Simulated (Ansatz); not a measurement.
System: bcc Ba. Method: r²SCAN (Ansatz, a first-principles code, plane waves, PAW).

Settings: plane-wave cutoff 600 eV, 16×16×16 k mesh, Fermi–Dirac smearing 0.1 eV, finite displacements, force constants from a 4×4×4 q mesh, scalar-relativistic PAW data made under PBE.

Computed at the level's own relaxed cell.

Ba is modelled in the cubic space group Im-3m (No. 229), the bcc (W type) structure, Pearson symbol cI2. Cell: a = b = c = 5.0703 Å, α = β = γ = 90.00°. Ba on 2a is surrounded by 8 Ba at 4.391 Å and 6 Ba at 5.070 Å. (Neighbours: up to the widest gap in distance over summed covalent radii, below 1.35, at either atom.)
(The calculation used a cell of 1 atom; values per cell refer to that cell.)

Harmonic phonon frequencies (cm⁻¹; i marks an imaginary mode):

```json
[
 {"q point": "N", "frequencies": "___"},
 {"q point": "H", "frequencies": "73 73 73"}
]
```

What belongs in the gaps?


- N, frequencies: 28 48 73

No imaginary mode appears at these points.
